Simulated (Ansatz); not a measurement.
## Rock-salt TiC

Calculation: r²SCAN (PAW; Ansatz, a program for electronic structure).

Numerical settings: plane-wave cutoff 600 eV, 26×26×26 k mesh, Fermi–Dirac smearing 0.062 eV (set by the program), no spin polarisation, scalar-relativistic PAW data made under PBE.

Cell (relaxed at this level):

```cif
data_C4Ti4
_chemical_formula_sum 'Ti4 C4'
_space_group_name_H-M_alt 'Fm-3m'
_space_group_IT_number 225
_space_group_name_Hall '-F 4 2 3'
_cell_length_a 4.32772
_cell_length_b 4.32772
_cell_length_c 4.32772
_cell_angle_alpha 90.000
_cell_angle_beta 90.000
_cell_angle_gamma 90.000
loop_
_atom_site_label
_atom_site_type_symbol
_atom_site_symmetry_multiplicity
_atom_site_Wyckoff_symbol
_atom_site_fract_x
_atom_site_fract_y
_atom_site_fract_z
_atom_site_occupancy
Ti1 Ti 4 a 0.00000 0.00000 0.00000 1
C1 C 4 b 0.50000 0.50000 0.50000 1
```
(The calculation used a cell of 2 atoms; values per cell refer to that cell.)

| Property | Result |
|---|---|
| elastic constant C11 | 530 GPa |
| elastic constant C12 | 129 GPa |
| elastic constant C44 | 190 GPa |
| Voigt–Reuss–Hill bulk modulus | 262 GPa |
| polycrystal shear modulus (Hill average) | 194 GPa |
| Young modulus | 467 GPa |
| Poisson ratio | 0.203 |

Measured, for comparison: elastic constant C11 500 GPa (temperature not stated, no zero-point or thermal correction, our sources range from 500 to 514; as tabulated in Jochym et al. (1999), arXiv:1301.6077); elastic constant C12 113 GPa (temperature not stated, no zero-point or thermal correction, our sources range from 106 to 113; as tabulated in Jochym et al. (1999), arXiv:1301.6077); elastic constant C44 175 GPa (temperature not stated, no zero-point or thermal correction; as tabulated in Jochym et al. (1999), arXiv:1301.6077). Computed (rounded) less measured: elastic constant C11 +6 % (+3 % to +6 % over the range), elastic constant C12 +14 % (+14 % to +22 % over the range), elastic constant C44 +9 %. A static lattice is as a rule a little smaller and stiffer than an uncorrected measurement, which narrows the difference in the elastic constant C11, elastic constant C44 and would widen misses of the other sign.

Elastic constants are with the ions relaxed.

Computed values are for the static lattice.

Cost on a shared machine: roughly 9 core-minutes.
